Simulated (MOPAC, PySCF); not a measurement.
C2H6S, SMILES `CCS` (C–C–S–H torsion 62°), neutral singlet in the gas phase. 

Cartesian coordinates (Å):
SMILES: SCC
```xyz
9

C     -0.8824    -0.3808    -0.0423
C      0.2266     0.6469     0.0372
S      1.8257     0.0605    -0.5833
H     -1.0126    -0.7364    -1.0658
H     -0.6610    -1.2460     0.5869
H     -1.8289     0.0483     0.2995
H      0.3543     1.0193     1.0552
H      0.0000     1.5118    -0.5910
H      1.9901    -0.9277     0.3110
```
Charge 0, multiplicity 1.

All levels are single points at this geometry (PBE0-D4/def2-TZVP); Pople sets use spherical d functions. Orbital energies aren't observables, and empty levels follow the basis.

B3LYP/LANL2DZ in PySCF gives gap (eV) = 7.69.

Task: Estimate the gap (eV) from each of these levels: B3LYP-D3(BJ)/def2-TZVP in PySCF; PBE0-D4/def2-TZVP in PySCF; B3LYP/6-311+G** in PySCF; BP86/6-31G* in PySCF; M06-2X/6-31G* in PySCF; PBE/6-31G* in PySCF; SVWN5/6-31G* in PySCF; HF/6-31G* in PySCF; HF/STO-3G in PySCF; AM1 in MOPAC; PM3 in MOPAC; PM7 in MOPAC.

Result: 
```json
[
 {"level": "B3LYP-D3(BJ)/def2-TZVP in PySCF", "gap (eV)": "6.73"},
 {"level": "PBE0-D4/def2-TZVP in PySCF", "gap (eV)": "7.27"},
 {"level": "B3LYP/6-311+G** in PySCF", "gap (eV)": "6.42"},
 {"level": "BP86/6-31G* in PySCF", "gap (eV)": "5.48"},
 {"level": "M06-2X/6-31G* in PySCF", "gap (eV)": "9.87"},
 {"level": "PBE/6-31G* in PySCF", "gap (eV)": "5.46"},
 {"level": "SVWN5/6-31G* in PySCF", "gap (eV)": "5.38"},
 {"level": "HF/6-31G* in PySCF", "gap (eV)": "14.42"},
 {"level": "HF/STO-3G in PySCF", "gap (eV)": "19.33"},
 {"level": "AM1 in MOPAC", "gap (eV)": "9.85"},
 {"level": "PM3 in MOPAC", "gap (eV)": "9.70"},
 {"level": "PM7 in MOPAC", "gap (eV)": "8.60"}
]
```
